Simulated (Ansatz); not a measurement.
# SbMo₂: from a trial structure to a relaxed crystal

Method: DFT PBE, scalar-relativistic, plane waves, PAW (Ansatz). Cutoff 420 eV, Γ-centred k mesh, Gaussian smearing, no spin polarisation in the final step.

The start puts SbMo₂ on the CaCl2 structure type (Pnnm, No. 58), with Sb in place of Ca, Mo in place of Cl, at a guessed volume.

```
Sb Mo
1.0
     5.58346    0.00000    0.00000
     0.00000    5.75347    0.00000
     0.00000    0.00000    3.75810
Sb Mo
2 4
Cartesian
  2.7917 2.8767 1.8790
  0.0000 0.0000 0.0000
  1.2563 4.7466 1.8790
  4.0480 3.8836 0.0000
  4.3272 1.0069 1.8790
  1.5355 1.8699 0.0000
```

Cell and atoms relax at zero pressure; the relaxation can't lower the symmetry of the start. After a coarse first stage the cell is made exact in the group found at 0.06 Å.

The zero of energy is the elements' standard structures at the same level; no fitted shifts are applied.

Q: Describe the relaxed structure.

A: It keeps Pnnm (No. 58), but not the shape of the type it started on. Conventional cell: a = 6.124 Å, b = 6.404 Å, c = 3.167 Å. Sb is coordinated by 2 Mo at 2.64 Å, 4 Mo at 2.82 Å and 2 Sb at 3.17 Å; Mo is coordinated by 1 Mo at 2.24 Å.

```
Sb Mo
1.0
     6.12360    0.00000    0.00000
     0.00000    6.40381    0.00000
     0.00000    0.00000    3.16683
Sb Mo
2 4
Direct
  0.50000 0.50000 0.50000
  0.00000 0.00000 0.00000
  0.90255 0.35201 0.50000
  0.59745 0.85201 0.00000
  0.09745 0.64799 0.50000
  0.40255 0.14799 0.00000
```

Q: What are its volume, energy, density and gap?

A: The volume per atom is 20.70 Å³, the density is 8.39 g/cm³ and the energy over the elements is 0.86 eV/atom. The gap on the 6×6×12 mesh is 0 eV (a metal).

The final run used a 6×6×12 mesh on its 6-atom cell and 0.10 eV smearing. The k mesh leaves about 4 meV/atom of noise in metals. Spin–orbit coupling is left out. Symmetry constrained the relaxation, so the result can be a saddle point.

Cost: 4 runs of about 9.8 core-minutes in all, on Intel Xeon Platinum 8488C (Sapphire Rapids) (shared hosts).